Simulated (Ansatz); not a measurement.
SiNH₇S, closed shell: at a first-order saddle point.

in.yaml

```yaml
crystal:
  periodic: [false, false, false]
  atoms:
    - {symbol: Si, position_ang: [-0.958683, 0.443814, 0.008654]}
    - {symbol: N, position_ang: [0.133277, -1.004636, 0.408567]}
    - {symbol: H, position_ang: [-0.928301, 0.783278, -1.423469]}
    - {symbol: H, position_ang: [-2.278434, -0.247206, 0.219709]}
    - {symbol: H, position_ang: [-0.887007, 1.470884, 1.060225]}
    - {symbol: H, position_ang: [1.096671, -0.431102, 0.285556]}
    - {symbol: S, position_ang: [1.791467, 1.240381, -0.181327]}
    - {symbol: H, position_ang: [-0.000717, -1.377510, 1.344762]}
    - {symbol: H, position_ang: [0.056243, -1.768164, -0.257795]}
    - {symbol: H, position_ang: [1.975484, 0.890161, -1.464882]}
basis:
  gaussian: {orbitals: def2-TZVPP}
hamiltonian: {xc: {name: CAM-B3LYP}, dispersion: d4}
```

Run by:

```bash
ansatz run in.yaml --threads 4 --pin off --events-out ev --progress --plain --max-ram 9574MiB
```

What Ansatz 0.2.0 printed:

```
Functional definition: CAM-B3LYP
  name "CAM-B3LYP"
  cite "Yanai, Tew & Handy, Chem. Phys. Lett. 393, 51 (2004) doi:10.1016/j.cplett.2004.06.011"
  cite "Iikura, Tsuneda, Yanai & Hirao, J. Chem. Phys. 115, 3540 (2001) doi:10.1063/1.1383587"
  cite "Becke, Phys. Rev. A 38, 3098 (1988) doi:10.1103/PhysRevA.38.3098"
  cite "Lee, Yang & Parr, Phys. Rev. B 37, 785 (1988) doi:10.1103/PhysRevB.37.785"
  cite "Vosko, Wilk & Nusair, Can. J. Phys. 58, 1200 (1980) doi:10.1139/p80-159"
  parameter alpha = 0.19
  parameter beta = 0.46
  parameter omega = 0.33/bohr
  parameter ac = 0.81
  # Exact exchange under (alpha + beta erf(omega r))/r, Becke's under what is left of 1/r.
  exchange = (1 - alpha - beta)*b88_x + beta*b88_x_sr(omega) + alpha*exact_x + beta*exact_x_lr(omega)
  correlation = (1 - ac)*vwn5_c + ac*lyp_c
1155 factors; their error is unknown
294 factors; integrals over basis functions are off by at most 1.7e-5 eV
mean field evaluation 1: about -20313.9670 eV, gradient 4.5e1 eV
mean field evaluation 2: about -20313.9291 eV, gradient 4.5e1 eV
mean field evaluation 4: about -20317.7379 eV, gradient 2.0e0 eV
mean field evaluation 8: about -20317.7430 eV, gradient 6.4e-2 eV
mean field evaluation 16: about -20317.7559 eV, gradient 3.4e-5 eV
mean field -20317.75589859 eV, -746.6637574037 hartree, gradient 3.4e-5 eV, S^2 0.000000; 0 other end points of the search recorded, 0 dependent functions left out
reference -20317.75602610 eV, -746.6637620894 hartree; 22, 22 occupied and 191, 191 virtual orbitals, 1155 factors
Total energy: -20317.92073583 eV, -746.6698150606 hartree
```

The run took about 2.4 s on 4 CPU threads of an Arm Neoverse V1 (shared host).
